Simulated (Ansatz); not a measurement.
Consider PtTe$_{2}$ (space group P-3m1, No. 164; layered).

```yaml
crystal:
  lattice:
    - [4.05231, 0.00000, 0.00000]
    - [-2.02615, 3.50940, 0.00000]
    - [0.00000, 0.00000, 5.09639]
  atoms:
    - { symbol: Te, position: [0.66667, 0.33333, 0.73307] }
    - { symbol: Te, position: [0.33333, 0.66667, 0.26693] }
    - { symbol: Pt, position: [0.00000, 0.00000, 0.00000] }
```

Computed with Kohn–Sham DFT with the PBE-D3(BJ) functional, run in Ansatz (a program for electronic structure) with PAW and 420 eV plane waves, spin-orbit coupling left out.

Modification: full substitution Te → S; the structure is relaxed again.

Measured lattice parameter a: PtTe2 4.0259 Å (temperature not stated; as listed in Pelayo et al., arXiv (2023)); PtS2 3.542 Å (temperature not stated; as listed in Torbjörn Björkman, The Journal of Chemical Physics (2014)).

Task: How well does PBE-D3(BJ) reproduce the measured shift?

Result: With PBE-D3(BJ) the lattice parameter a moves by -0.469 Å (4.052 → 3.584) against -0.484 Å measured.

Stability against distortions was not tested. The final runs are not spin-polarised.
